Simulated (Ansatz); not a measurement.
C5H8O can be A, `C#CC(C)OC`, or B, `C=C1OC1(C)C`.

Calculated with Ansatz (gas phase, PBE0-D4/def2-TZVP geometries, no zero-point term in ΔE). CCSD(T)/CBS is the MP2 limit (def2-TZVPP, def2-QZVPP) plus CCSD(T) − MP2 in def2-TZVPP, frozen cores. Functionals use def2-TZVPP. B3LYP here is the variant with VWN-RPA as its local correlation; programs differ in this. Each species was taken in one conformer, which may not be the lowest.

Q: Which isomer does CCSD(T)/CBS put lower? Give the gap. (An estimate is asked.)

A: Computed: B, by 12.7 kcal/mol.

Q: Give E(B) − E(A) in kcal/mol with r2SCAN-D4, CCSD/def2-TZVPP, B3LYP, PBE-D4, PBE0-D4, MP2/def2-TZVPP, HF/def2-TZVPP. (Best estimate.)

A: Computed: r2SCAN-D4 -19.9, CCSD/def2-TZVPP -12.1, B3LYP -14.6, PBE-D4 -21.4, PBE0-D4 -20.2, MP2/def2-TZVPP -13.0, HF/def2-TZVPP -8.1. None reverses the order clearly.

Largest T1 diagnostic: 0.012.

In def2-TZVPP, CCSD(T) changes the Hartree–Fock value by −4.9 kcal/mol (the triples alone add −0.9 kcal/mol) and MP2 by −5.0 kcal/mol. From PBE to PBE0 (25 % exact exchange), in def2-TZVPP and without D4, E(B) − E(A) moves by +1.2 kcal/mol.
